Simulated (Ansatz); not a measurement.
# ClH2NSi: basis-set convergence

An exercise on one series of results from a longer session: the logs are not shown, and one member is left open.

Program: Ansatz 0.2.0, Gaussian basis. Level of theory: one geometry, several basis sets. These are calculated values, not measurements.

Plan: PBE0-D4/def2-SVP; ωB97M-V/def2-SVP; PBE0-D4/def2-QZVPP; ωB97M-V/def2-QZVPP; CCSD(T)/cc-pV(D+d)Z; CCSD(T)/cc-pV(T+d)Z; CCSD(T)/cc-pV(Q+d)Z; the functionals' def2-TZVPP values are taken from earlier runs.

## The geometry

All runs share one geometry, relaxed beforehand with PBE0-D4 in a triple-zeta def2 set.

SMILES `N[Si]Cl`, 5 atoms, charge 0, spin multiplicity 1.

Atoms are counted from 1 here; the program's logs count them from 0.

Bond lengths: N1–Si2 1.701 Å, N1–H4 1.009 Å, N1–H5 1.010 Å, Si2–Cl3 2.104 Å. Angles: Si2–N1–H4 121.0°, Si2–N1–H5 126.0°, H4–N1–H5 113.0°, N1–Si2–Cl3 98.2°.

Set-up of the first run:

The input, in.yaml:

```yaml
crystal:
  periodic: [false, false, false]
  atoms:
    - {symbol: N, position_ang: [-0.148250, 0.583450, -0.233885]}
    - {symbol: Si, position_ang: [-0.116229, -0.341783, 1.192573]}
    - {symbol: Cl, position_ang: [0.648995, -2.124478, 0.377265]}
    - {symbol: H, position_ang: [-0.473349, 1.538615, -0.227367]}
    - {symbol: H, position_ang: [0.138633, 0.270596, -1.149984]}
basis:
  gaussian: {orbitals: def2-SVP}
hamiltonian: {xc: pbe0, dispersion: d4}
output: {orbitals: {seedname: orbitals}}
```

Run with:

```
$ ansatz run in.yaml --threads 2 --pin off --events-out ev --progress --plain --max-ram 32768MiB --backend cpu
```

Among the steps run: PBE0-D4 in def2-SVP; ωB97M-V in def2-SVP; PBE0-D4 in def2-QZVPP; ωB97M-V in def2-QZVPP.

One table of the session follows, with a row left open; its other results are not shown here.

It belongs to the step «Functionals by basis». 

| functional | basis | HOMO (eV) |
| --- | --- | --- |
| PBE0-D4 | def2-SVP | -6.97 |
| PBE0-D4 | def2-TZVPP | ? |
| PBE0-D4 | def2-QZVPP | -7.17 |
| ωB97M-V | def2-SVP | -9.03 |
| ωB97M-V | def2-TZVPP | -9.22 |
| ωB97M-V | def2-QZVPP | -9.28 |

**Question.** Estimate the row for PBE0-D4, def2-TZVPP.

The run gave: HOMO (eV): -7.12. In the column «HOMO (eV)» it lies between PBE0-D4, def2-QZVPP (-7.17) and PBE0-D4, def2-SVP (-6.97).
